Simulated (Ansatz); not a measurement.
C3H5F3 can be A, `FCC(F)CF`, or B, `CC(F)C(F)F`.

Isolated molecules relaxed with PBE0-D4/def2-TZVP in Ansatz; ΔE leaves out vibrations. CCSD(T)/CBS is the MP2 limit (def2-TZVPP, def2-QZVPP) plus CCSD(T) − MP2 in def2-TZVPP, frozen cores. DFT in def2-TZVPP. B3LYP here is the variant with VWN-RPA as its local correlation; programs differ in this. Each species was taken in one conformer, which may not be the lowest.

Question: Which isomer does CCSD(T)/CBS put lower? Give the gap. (Best estimate.)

Answer: Computed: B, by 11.4 kcal/mol.

Question: Give E(B) − E(A) in kcal/mol with CCSD/def2-TZVPP, ωB97M-V, BLYP-D4, CCSD(T)/def2-SVP, CCSD(T)/def2-TZVPP, PBE-D4, B3LYP. (Estimate.)

Answer: Computed: CCSD/def2-TZVPP -11.4, ωB97M-V -11.7, BLYP-D4 -10.5, CCSD(T)/def2-SVP -14.0, CCSD(T)/def2-TZVPP -11.7, PBE-D4 -11.4, B3LYP -10.6. None reverses the order clearly.

Question: Does the order hold for the free energy at 298.15 K (harmonic terms from PBE0-D4)? (Estimate.)

Answer: Ansatz gave: Yes: G(B) − G(A) = -11.5 kcal/mol, for one conformer each.

Largest T1 diagnostic: 0.011.

From BLYP to BHLYP (50 % exact exchange), in def2-TZVPP and without D4, E(B) − E(A) moves by −0.8 kcal/mol. Leaving LDA and LC-ωPBE aside and taking each functional with its dispersion term where it has one, the values, not all of them listed here, spread over 1.9 kcal/mol, from r2SCAN-D4 to BLYP-D4. LDA lies −1.7 kcal/mol from PBE without D4.
